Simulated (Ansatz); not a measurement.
Reaction: CH4O (SMILES CO) + H+ → CH5O+ (SMILES C[OH2+])
Each species at its own B3LYP-D3(BJ)/def2-TZVP minimum (Ansatz, a first-principles code).

Total energies in hartree (Ansatz). Radicals and triplets start from unrestricted determinants; spin-orbit coupling is neglected. Cores are frozen in correlated methods. No relativity.

```tsv
species	HF/cc-pVTZ	CCSD(T)/cc-pVTZ	HF/cc-pVQZ	CCSD(T)/cc-pVQZ	CCSD(T)/cc-pVDZ	CCSDT(Q)/cc-pVDZ
1: CH4O (SMILES OC)	-115.08908	-115.55073	-115.09858	-115.58888	-115.42014	-115.42130
2: CH5O+ (SMILES C[OH2+])	-115.39717	-115.85329	-115.40575	-115.88867	-115.72828	-115.72941
```

**Question.** Work out the proton affinity (electronic), positive where energy is released in kJ/mol: take Hartree-Fock from cc-pVQZ, extrapolate the CCSD(T) correlation energy as X^-3 (X = 3, 4), and add CCSDT(Q) - CCSD(T) in cc-pVDZ. 1 hartree = 2625.5 kJ/mol.

**Answer.** 
Species 1: correlation (64·(-0.49030) - 27·(-0.46165))/37 = -0.51121; step -0.00116; E1 = -115.09858 + (-0.51121) + (-0.00116) = -115.61095
H+ has no electrons: E = 0
Species 2: correlation (64·(-0.48292) - 27·(-0.45612))/37 = -0.50248; step -0.00113; E2 = -115.40575 + (-0.50248) + (-0.00113) = -115.90936
+1·E1 -1·E2 = 0.29841 hartree = 783.5 kJ/mol.
